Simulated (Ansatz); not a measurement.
Ethanol. Total charge 0; spin multiplicity 1.

Cartesian coordinates in Å:
```
C -0.626 0.663 -0.047
C 0.168 -0.612 -0.228
O 1.522 -0.475 0.153
H -1.653 0.534 -0.397
H -0.169 1.483 -0.605
H -0.671 0.952 1.008
H 0.190 -0.898 -1.282
H -0.310 -1.437 0.320
H 1.549 -0.212 1.077
```

Q: List the harmonic frequencies (cm⁻¹, unscaled) at PBE0-D4/def2-TZVP in Ansatz. (Best estimate.)

A: Computed: 266, 287, 425, 804, 900, 1066, 1102, 1147, 1281, 1372, 1395, 1421, 1480, 1485, 1512, 3003, 3041, 3089, 3117, 3132, 3858.

Q: Is this a minimum?

A: Yes, all 21 modes are real.

Q: Give the ideal-gas thermochemistry at 298.15 K and 1 bar (rigid rotor, harmonic oscillator; point group C1, symmetry number 1).

A: Zero-point energy 210.5 kJ/mol; H(298) − E = 224.2 kJ/mol; entropy 269.4 J/(mol·K), of which translation 156.6, rotation 93.4, vibration 19.4; G(298) − E = 143.8 kJ/mol.

Q: And at 400, 500, 600, 800 and 1000 K?

A: 
| T (K) | H − E (kJ/mol) | S (J/mol/K) | G − E (kJ/mol) |
| --- | --- | --- | --- |
| 400 | 231.6 | 290.7 | 115.3 |
| 500 | 240.4 | 310.3 | 85.2 |
| 600 | 250.6 | 328.9 | 53.3 |
| 800 | 274.5 | 363.2 | -16.0 |
| 1000 | 302.1 | 393.8 | -91.8 |

Q: Rotational constants (cm⁻¹)?

A: 1.156, 0.3097, 0.2734.
